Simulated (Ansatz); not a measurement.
# C2H5Cl (singlet): the correlation ladder, 6-31G

The task here is to estimate one member of a computed series from the others.

The runs use Ansatz 0.2.0, Gaussian basis; 6-31G, core rule «outside noble gas», up to 7 orbitals frozen.

Plan: UHF; CCSD(T) on RHF; BCCD(T) on RHF; CISD; CCSDT(Q) on RHF; CASSCF and MRCISD+Q, 8 electrons in 8 orbitals; CASSCF and NEVPT2, 8 electrons in 8 orbitals.

14 further runs of the same task are left out: 1 that didn't finish, 13 set aside as unsound or not needed.

### What is computed

The geometry is an MP2(full)/6-31G* stationary point (not a proven minimum).

8 atoms, charge 0, spin multiplicity 1.

Atoms are counted from 1 here; the program's logs count them from 0.

Bond lengths: C1–C2 1.514 Å, C1–Cl3 1.789 Å, C1–H4 1.090 Å, C1–H5 1.090 Å, C2–H6 1.094 Å, C2–H7 1.091 Å, C2–H8 1.091 Å. Angles: C2–C1–Cl3 111.4°, C2–C1–H4 111.5°, C2–C1–H5 111.5°, Cl3–C1–H4 106.8°, Cl3–C1–H5 106.8°, H4–C1–H5 108.6°, C1–C2–H6 109.5°, C1–C2–H7 110.9°, C1–C2–H8 110.9°, H6–C2–H7 108.5°, H6–C2–H8 108.5°, H7–C2–H8 108.5°.

Coordinates:

```mol
C2H5Cl
  3D, bonds by distance, orders not assigned

  8  7  0  0  0  0  0  0  0  0999 V2000
    0.0947    0.8946    0.0000 C   0  0
    1.6005    0.7348    0.0000 C   0  0
   -0.7289   -0.6930    0.0000 Cl  0  0
   -0.2503    1.4286    0.8852 H   0  0
   -0.2503    1.4286   -0.8852 H   0  0
    2.0716    1.7218    0.0000 H   0  0
    1.9339    0.1912    0.8854 H   0  0
    1.9339    0.1912   -0.8854 H   0  0
  1  2  8  0
  1  3  8  0
  1  4  8  0
  1  5  8  0
  2  6  8  0
  2  7  8  0
  2  8  8  0
M  END
```

Set-up of the first run:

Input file in.yaml:

```yaml
crystal:
  periodic: [false, false, false]
  atoms:
    - {symbol: C, position_ang: [0.094654, 0.894570, 0.000000]}
    - {symbol: C, position_ang: [1.600481, 0.734766, 0.000000]}
    - {symbol: Cl, position_ang: [-0.728899, -0.693036, 0.000000]}
    - {symbol: H, position_ang: [-0.250325, 1.428583, 0.885248]}
    - {symbol: H, position_ang: [-0.250325, 1.428583, -0.885248]}
    - {symbol: H, position_ang: [2.071557, 1.721811, 0.000000]}
    - {symbol: H, position_ang: [1.933900, 0.191184, 0.885398]}
    - {symbol: H, position_ang: [1.933900, 0.191184, -0.885398]}
basis:
  gaussian: {orbitals: 6-31G}
magnetization: {spin_polarized: true, initial_magnetization: 0}
hamiltonian: {xc: hf}
output: {orbitals: {seedname: orbitals}}
```

The run is started by

```sh
$ ansatz run in.yaml --threads 1 --pin off --events-out ev --progress --plain --max-ram 4096MiB --backend cpu
```

Steps of the session up to this table: UHF; CCSD(T) on RHF; BCCD(T) on RHF; CISD; CCSDT(Q) on RHF; CASSCF and MRCISD+Q, 8 electrons in 8 orbitals; CASSCF and NEVPT2, 8 electrons in 8 orbitals.

One of the session's tables, all rows but one given; the rest of the session is left out.

```
           method  from RCCSDT(Q) (kJ/mol)
              RHF                   +697.2
             RMP2                   +103.7
             CISD                    +76.1
            RCCSD                    +15.9
         RCCSD(T)                     +2.0
          BCCD(T)                     +2.0
           RCCSDT                     +0.6
        RCCSDT(Q)                        0
  CASSCF frontier                   +468.0
  NEVPT2 frontier                    +75.4
  MRCISD frontier                        ?
MRCISD+Q frontier                     +5.8
```

Q: Estimate the row for MRCISD frontier from the others.

**Answer.** from RCCSDT(Q) (kJ/mol): +37.0. In the column «from RCCSDT(Q) (kJ/mol)» it lies between RCCSD (+15.9) and NEVPT2 frontier (+75.4).

With the free atoms at the same levels and basis (separate runs), the atomisation energy is 25.762 eV at RCCSDT(Q), 25.750 eV at RCCSD(T), 21.416 eV at RHF.
